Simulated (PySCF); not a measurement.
C2H2, SMILES C#C.

Geometry optimised at PBE0-D3(BJ)/def2-TZVPD.

Level of theory: TDDFT-PBE0/def2-TZVPD (PySCF).

Vertical excitations; the highest root listed may be one member of a degenerate set. Gas-phase values at a fixed geometry. State labels are in the subgroup D2h.

Computed UV-visible absorptions:
```tsv
state	symmetry	energy (eV)	λ (nm)	f	main pairs
S1	Au	6.78	183	0.000	HOMO→LUMO+1 49 %, HOMO−1→LUMO 49 %
S2	B1u	7.04	176	0.000	HOMO→LUMO, HOMO−1→LUMO+1 (degenerate set)
S3	Au	7.04	176	0.000	HOMO−1→LUMO, HOMO→LUMO+1 (degenerate set)
S4	B3u	7.99	155	0.094	HOMO→LUMO+2 (degenerate set)
S5	B2u	7.99	155	0.094	HOMO−1→LUMO+2 (degenerate set)
S6	B2g	8.31	149	0.000	HOMO→LUMO+3 (degenerate set)
S7	B3g	8.31	149	0.000	HOMO−1→LUMO+3 (degenerate set)
S8	B3u	9.47	131	0.048	HOMO→LUMO+4 (degenerate set)
S9	B2u	9.47	131	0.048	HOMO−1→LUMO+4 (degenerate set)
S10	B1u	9.91	125	0.709	HOMO−1→LUMO+1 44 %, HOMO→LUMO 44 %
T1	B1u	5.37	231	0	HOMO→LUMO 47 %, HOMO−1→LUMO+1 47 %
T2	B1u	5.93	209	0	HOMO−1→LUMO+1, HOMO→LUMO (degenerate set)
T3	Au	5.93	209	0	HOMO→LUMO+1, HOMO−1→LUMO (degenerate set)
T4	Au	6.80	182	0	HOMO−1→LUMO 49 %, HOMO→LUMO+1 49 %
```
Triplets are in the Tamm–Dancoff approximation, which puts them higher than full response would, so one can lie above its singlet here.
